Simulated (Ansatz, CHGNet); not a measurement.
Voigt–Reuss–Hill shear modulus (GPa) of solids drawn from the class of tetrahedrally bonded semiconductors and semimetals, at two levels: the machine-learned potential CHGNet-r²SCAN (trained on r²SCAN data), and r²SCAN (PAW; Ansatz, an electronic-structure program).

```csv
solid,CHGNet-r²SCAN,r²SCAN,shift (%)
zinc-blende InAs,5.76,28.9,+402
zinc-blende GaSb,2.51,34.8,+1286
cubic BN,145,404,+179
zinc-blende GaP,17.2,57.9,+237
zinc-blende InP,5.62,34.3,+510
zinc-blende BP,33.4,174,+421
wurtzite ZnO,27.2,42.0,+54
zinc-blende ZnSe,8.19,30.1,+268
zinc-blende CdSe,9.99,15.3,+53
wurtzite GaN,51.1,114,+123
```

The shifts run from +53 % to +1286 %, with a median of +252 %.

Over all 10 rows r²SCAN is the larger in 10.

Ansatz's runs of these crystals have no spin polarisation.

Spin–orbit coupling is left out, also for the solids with elements from indium on (zinc-blende InAs, zinc-blende GaSb, zinc-blende InP); its size isn't shown.

Each level is taken at its own relaxed cell. Ansatz's density-functional and Hartree–Fock values are scalar-relativistic unless marked +SOC, with PAW data made under PBE.
